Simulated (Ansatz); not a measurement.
Two structures of CH₄F, doublet, reached by relaxing down either side of one saddle point (PBE0-D4/def2-TZVP). Energies are electronic, without zero-point energy. Computed with Ansatz 0.2.0 (basis: def2-TZVPP and def2-QZVPP); correlated methods freeze the cores; orbitals are unrestricted. Extrapolation: Hartree–Fock as exp(−7.88 √X), correlation as X^−2.97. First:

```xyz
6
angstrom
H -0.5098 0.6078 0.2501
C -0.3718 -0.2179 -0.4518
F 0.8502 -0.8067 -0.2185
H 1.5878 1.2197 2.2070
H -0.3970 0.1584 -1.4770
H -1.1594 -0.9613 -0.3097
```

Second:

```xyz
6
angstrom
H 1.0489 0.9268 1.5742
C -0.6314 -0.4953 -0.8874
F 0.5700 -0.8191 -0.4134
H 1.0763 1.4562 2.0999
H -0.6233 0.0658 -1.8122
H -1.4406 -1.1345 -0.5609
```

Q: Which bonds change from the first to the second?

A: CH₃F ([CH3][F]) + H → CH₂F ([CH2][F]) + H₂; bonds formed: H1–H4; bonds broken: H1–C2.

Q: Give the saddle point's structure and its height above each. (An estimate is asked for; the value comes from the calculation.)

A: The calculation gives: 56.5 kJ/mol above the first and 60.5 kJ/mol above the second (CCSD(T) at an estimated basis limit (MP2 extrapolated from triple and quadruple zeta, plus CCSD(T) − MP2 in triple zeta)).
| atom | x (Å) | y (Å) | z (Å) |
| --- | --- | --- | --- |
| H1 | 0.2908 | 0.5280 | 0.6964 |
| C2 | -0.2124 | -0.2154 | -0.3453 |
| F3 | 0.7105 | -1.1507 | -0.6398 |
| H4 | 0.6748 | 0.9924 | 1.3927 |
| H5 | -0.3376 | 0.5019 | -1.1556 |
| H6 | -1.1261 | -0.6562 | 0.0516 |

T1 diagnostic: at most 0.016. ⟨S²⟩ of the unrestricted Hartree–Fock references: 0.75 to 0.79 (a pure state has 0.75).

Labels in which every atom is bracketed show which atoms are joined, not bond orders.

For scale, one of the runs: CCSD(T)/def2-TZVPP, 118 basis functions, launched by `ansatz run in.yaml --threads 2 --pin off --events-out ev --progress --plain --max-ram 4352MiB`. The run took 16 s on 2 CPU threads of an Arm Neoverse V2 (shared host), with 1.1 GiB of host memory at its peak.
